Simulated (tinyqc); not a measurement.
Extended Hueckel theory, for H3O+, step by step. The parameters take no account of the charge, which enters only through the electron count. One step of it, computed by the program tinyqc.

Problem. Mulliken analysis. P = C n C^T; charge = valence electrons (O 6, H 1) minus the sum of (P S)_ii on the atom; overlap population = 2 sum P_ij S_ij between two atoms.

coefficients:
```
              MO1        MO2        MO3        MO4        MO5        MO6        MO7
1O 2s    0.872033   0.000000  -0.000019   0.078033   0.000000   0.000172   1.099333
1O 2px  -0.000011   0.000000   0.719647   0.000028   0.000000  -0.934139   0.000336
1O 2py   0.000000   0.719611   0.000000   0.000000   0.934146   0.000000   0.000000
1O 2pz   0.020799   0.000000  -0.000025   0.982144   0.000000  -0.000046  -0.325137
2H 1s    0.083860   0.000000   0.380156  -0.041056   0.000000   1.022720  -0.681439
3H 1s    0.083836   0.329253  -0.190100  -0.041068  -0.885752  -0.511609  -0.680908
4H 1s    0.083836  -0.329253  -0.190100  -0.041068   0.885752  -0.511609  -0.680908
```

occupations: 2.000000  2.000000  2.000000  2.000000  0.000000  0.000000  0.000000

overlap S:
```
           1O 2s     1O 2px     1O 2py     1O 2pz      2H 1s      3H 1s      4H 1s
1O 2s   1.000000   0.000000   0.000000   0.000000   0.478859   0.478767   0.478767
1O 2px  0.000000   1.000000   0.000000   0.000000   0.381803  -0.190850  -0.190850
1O 2py  0.000000   0.000000   1.000000   0.000000   0.000000   0.330633  -0.330633
1O 2pz  0.000000   0.000000   0.000000   1.000000  -0.128999  -0.128964  -0.128964
2H 1s   0.478859   0.381803   0.000000  -0.128999   1.000000   0.221515   0.221515
3H 1s   0.478767  -0.190850   0.330633  -0.128964   0.221515   1.000000   0.221430
4H 1s   0.478767  -0.190850  -0.330633  -0.128964   0.221515   0.221430   1.000000
```

Give: charges; Overlap populations.

Solution.

charges: 1O -0.3920, 2H 0.4640, 3H 0.4640, 4H 0.4640

Overlap populations:
```
pair      value
2-1    0.571642
3-1    0.571574
3-2   -0.056310
4-1    0.571574
4-2   -0.056310
4-3   -0.056292
```
